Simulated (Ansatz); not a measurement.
Candidates: hcp Ti, hcp Sc, bcc Cs, hcp Hf, fcc Pb, hcp Y. Level: PBEsol in Ansatz (plane waves, PAW).

Ansatz's runs of these crystals have no spin polarisation.

Spin–orbit coupling is left out, also for the solids with elements from indium on (bcc Cs, hcp Hf, fcc Pb); its size isn't shown.

Each level is taken at its own relaxed cell. Ansatz's density-functional and Hartree–Fock values are scalar-relativistic unless marked +SOC, with PAW data made under PBE.

Problem. Which of them have a computed polycrystal shear modulus between 20 and 41 GPa?

Solution. hcp Sc, hcp Y. The values: hcp Ti 47.2 GPa; hcp Sc 34.1 GPa; bcc Cs 0.69 GPa; hcp Hf 57.1 GPa; fcc Pb 12.4 GPa; hcp Y 27.1 GPa.

Ansatz is an electronic-structure program.
